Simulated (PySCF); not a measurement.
**Atomic charges by several schemes**

Compound: C5H11P.
SMILES with atom numbers: `[CH3:1][P:2]([CH3:3])[CH:4]1[CH2:5][CH2:6]1` (hydrogens: H7, H8, H9 on C1; H10, H11, H12 on C3; H13 on C4; H14, H15 on C5; H16, H17 on C6)

Cartesian coordinates in Å at the GFN2-xTB level; atoms count from 1:
```
atom  x, y, z in Å
C1    -1.920   -0.758    0.481
P2    -0.590    0.504    0.745
C3    -1.120    1.715   -0.554
C4     0.731   -0.329   -0.225
C5     1.719   -1.186    0.513
C6     2.148    0.132   -0.038
H7    -1.672   -1.656    1.043
H8    -2.021   -1.007   -0.575
H9    -2.864   -0.365    0.853
H10   -2.029    2.215   -0.226
H11   -0.339    2.462   -0.680
H12   -1.302    1.216   -1.505
H13    0.440   -0.651   -1.221
H14    2.074   -2.088    0.036
H15    1.609   -1.275    1.584
H16    2.800    0.147   -0.899
H17    2.328    0.938    0.659
```

Density: PBE0/pcSseg-1 (PySCF); schemes: Mulliken, IAO, Hirshfeld and ESP-fitted. Isolated species at its GFN2-xTB geometry (one conformer only).

Problem. Tabulate the Mulliken, IAO, Hirshfeld and ESP-fitted charges.

Solution. In e:

```json
{"atom": "C1", "environment": "sp3 carbon bound to phosphorus", "Mulliken": "-0.464", "IAO": "-0.611", "Hirshfeld": "-0.169", "ESP-fitted": "-0.504"}
{"atom": "P2", "environment": "phosphine phosphorus", "Mulliken": "+0.289", "IAO": "+0.508", "Hirshfeld": "+0.156", "ESP-fitted": "-0.121"}
{"atom": "C3", "environment": "sp3 carbon bound to phosphorus", "Mulliken": "-0.464", "IAO": "-0.611", "Hirshfeld": "-0.169", "ESP-fitted": "-0.432"}
{"atom": "C4", "environment": "sp3 carbon bound to phosphorus", "Mulliken": "-0.473", "IAO": "-0.328", "Hirshfeld": "-0.090", "ESP-fitted": "+0.154"}
{"atom": "C5", "environment": "three-membered-ring carbon", "Mulliken": "-0.191", "IAO": "-0.289", "Hirshfeld": "-0.093", "ESP-fitted": "-0.390"}
{"atom": "C6", "environment": "three-membered-ring carbon", "Mulliken": "-0.191", "IAO": "-0.289", "Hirshfeld": "-0.093", "ESP-fitted": "-0.289"}
{"atom": "H7", "environment": "methyl hydrogen", "Mulliken": "+0.145", "IAO": "+0.156", "Hirshfeld": "+0.041", "ESP-fitted": "+0.152"}
{"atom": "H8", "environment": "methyl hydrogen", "Mulliken": "+0.126", "IAO": "+0.137", "Hirshfeld": "+0.037", "ESP-fitted": "+0.139"}
{"atom": "H9", "environment": "methyl hydrogen", "Mulliken": "+0.140", "IAO": "+0.152", "Hirshfeld": "+0.041", "ESP-fitted": "+0.200"}
{"atom": "H10", "environment": "methyl hydrogen", "Mulliken": "+0.140", "IAO": "+0.152", "Hirshfeld": "+0.041", "ESP-fitted": "+0.183"}
{"atom": "H11", "environment": "methyl hydrogen", "Mulliken": "+0.145", "IAO": "+0.156", "Hirshfeld": "+0.041", "ESP-fitted": "+0.132"}
{"atom": "H12", "environment": "methyl hydrogen", "Mulliken": "+0.126", "IAO": "+0.137", "Hirshfeld": "+0.037", "ESP-fitted": "+0.115"}
{"atom": "H13", "environment": "methine hydrogen", "Mulliken": "+0.144", "IAO": "+0.135", "Hirshfeld": "+0.040", "ESP-fitted": "+0.089"}
{"atom": "H14", "environment": "methylene hydrogen", "Mulliken": "+0.131", "IAO": "+0.149", "Hirshfeld": "+0.047", "ESP-fitted": "+0.150"}
{"atom": "H15", "environment": "methylene hydrogen", "Mulliken": "+0.133", "IAO": "+0.148", "Hirshfeld": "+0.042", "ESP-fitted": "+0.162"}
{"atom": "H16", "environment": "methylene hydrogen", "Mulliken": "+0.131", "IAO": "+0.149", "Hirshfeld": "+0.047", "ESP-fitted": "+0.121"}
{"atom": "H17", "environment": "methylene hydrogen", "Mulliken": "+0.133", "IAO": "+0.148", "Hirshfeld": "+0.042", "ESP-fitted": "+0.139"}
```

Mean size of the charges over all atoms: IAO 0.250 e, Mulliken 0.210 e, ESP-fitted 0.204 e, Hirshfeld 0.072 e. Each set sums to the total charge, 0, to within 0.001 e. The ESP scheme is a least-squares fit of atom-centred charges to the potential on four shells outside the van der Waals surface, with the total charge fixed. The Hirshfeld scheme weights the molecular density at each point by an atom's share of the summed free-atom densities.

Lowest charge. The schemes don't all agree: Mulliken C4 (-0.473); IAO C1 and C3 (-0.611); Hirshfeld C1 and C3 (-0.169); ESP-fitted C1 (-0.504).

Highest charge. The schemes don't all agree: Mulliken P2 (+0.289); IAO P2 (+0.508); Hirshfeld P2 (+0.156); ESP-fitted H9 (+0.200).

Problem. How many electrons does the ESP-fitted scheme count on C3?

Solution. Z − q = 6 − (-0.432) = 6.432.

Problem. Sum the charges by element, for elements with more than one atom.

Solution. 
| element | atoms | Mulliken | IAO | Hirshfeld | ESP-fitted |
| --- | --- | --- | --- | --- | --- |
| C | 5 | -1.782 | -2.127 | -0.614 | -1.461 |
| H | 11 | +1.493 | +1.619 | +0.457 | +1.583 |

Problem. How closely do the schemes follow one another over all atoms?

Solution. Correlation coefficient and root-mean-square difference: IAO with Hirshfeld 1.00, 0.213 e; Mulliken with IAO 0.97, 0.088 e; Mulliken with Hirshfeld 0.96, 0.164 e; IAO with ESP-fitted 0.74, 0.201 e; Hirshfeld with ESP-fitted 0.73, 0.183 e; Mulliken with ESP-fitted 0.68, 0.191 e.

The run behind these numbers computed NMR shieldings as well. Time: 25 s of wall time (with the writing of density and orbital grids); peak memory 0.75 GiB. Hardware: an Arm Neoverse V1 with one thread, shared host.
